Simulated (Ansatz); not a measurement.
**C₃H₆O₃: up Jacob's ladder to CCSD(T)**

An exercise on one series of results from a longer session: the logs are not shown, and one member is left open.

Computed with Ansatz 0.2.0, Gaussian basis. Level: functionals in def2-TZVPP, the program's frozen cores in correlated methods.

The runs, in order: PBE-D4, r2SCAN-D4, PBE0-D4, B3LYP-D4, ωB97X-V, ωB97M-V, B2PLYP; CCSD(T)/def2-TZVPP; MP2/def2-QZVPP; extrapolation to the limit.

### Structure used throughout

An earlier PBE0-D4 in a triple-zeta def2 set relaxation fixed the geometry.

SMILES `O=C(O)CCO`, 12 atoms, charge 0, spin multiplicity 1.

Atoms are counted from 1 here; the program's logs count them from 0.

Bond lengths: O1–C2 1.200 Å, C2–O3 1.343 Å, C2–C4 1.504 Å, O3–H7 0.968 Å, C4–C5 1.521 Å, C4–H8 1.094 Å, C4–H9 1.092 Å, C5–O6 1.409 Å, C5–H10 1.097 Å, C5–H11 1.091 Å, O6–H12 0.961 Å. Angles: O1–C2–O3 122.8°, O1–C2–C4 124.6°, O3–C2–C4 112.6°, C2–O3–H7 106.5°, C2–C4–C5 110.8°, C2–C4–H8 107.3°, C2–C4–H9 110.4°, C5–C4–H8 109.1°, C5–C4–H9 111.2°, H8–C4–H9 108.0°, C4–C5–O6 112.5°, C4–C5–H10 109.3°, C4–C5–H11 109.3°, O6–C5–H10 111.5°, O6–C5–H11 106.1°, H10–C5–H11 108.1°, C5–O6–H12 108.8°.

The first run:

Input file in.yaml:

```yaml
crystal:
  periodic: [false, false, false]
  atoms:
    - {symbol: O, position_ang: [-2.018130, -0.477691, -0.130374]}
    - {symbol: C, position_ang: [-1.057628, -0.354623, 0.578174]}
    - {symbol: O, position_ang: [-1.142701, 0.056096, 1.853953]}
    - {symbol: C, position_ang: [0.357068, -0.640712, 0.156459]}
    - {symbol: C, position_ang: [0.728336, 0.173727, -1.072792]}
    - {symbol: O, position_ang: [0.692364, 1.560916, -0.830773]}
    - {symbol: H, position_ang: [-2.081052, 0.218282, 2.028565]}
    - {symbol: H, position_ang: [0.414324, -1.705810, -0.088617]}
    - {symbol: H, position_ang: [1.046390, -0.447063, 0.981026]}
    - {symbol: H, position_ang: [1.713576, -0.145789, -1.435574]}
    - {symbol: H, position_ang: [-0.000302, -0.014300, -1.862881]}
    - {symbol: H, position_ang: [1.358855, 1.777266, -0.173465]}
basis:
  gaussian: {orbitals: def2-TZVPP}
hamiltonian: {xc: pbe, dispersion: d4}
output: {forces: true, orbitals: {seedname: orbitals}}
```

Launch:

```sh
$ ansatz run in.yaml --threads 4 --pin off --events-out ev --progress --plain --max-ram 10444MiB
```

Steps of the session up to this table: PBE-D4 (GGA); r2SCAN-D4 (meta-GGA); PBE0-D4 (hybrid); B3LYP-D4 (hybrid); ωB97X-V (range-separated); ωB97M-V (range-separated); B2PLYP (double hybrid); CCSD(T) in def2-TZVPP; MP2 in def2-QZVPP.

One table of the session follows, with a row left open; its other results are not shown here.

```
            method  atomisation energy (kJ/mol)
            PBE-D4                       5164.0
         r2SCAN-D4                       5015.4
           PBE0-D4                       5016.5
          B3LYP-D4                       4982.6
           ωB97X-V                       5001.8
           ωB97M-V                       5011.9
            B2PLYP                       4943.5
     HF/def2-TZVPP                       3474.7
    MP2/def2-TZVPP                       4997.1
   CCSD/def2-TZVPP                       4768.9
CCSD(T)/def2-TZVPP                       4860.6
           MP2/CBS                            ?
       CCSD(T)/CBS                       4995.3
```

Estimate the missing values for MP2/CBS.

**Answer.** atomisation energy (kJ/mol): 5131.9. In the column «atomisation energy (kJ/mol)» it lies between PBE0-D4 (5016.5) and PBE-D4 (5164.0).

Limits of these values: Free atoms (3 O, 3 C, 6 H) were run apart at each level; the atomisation energy is their sum less the molecule, without zero-point or spin-orbit terms.
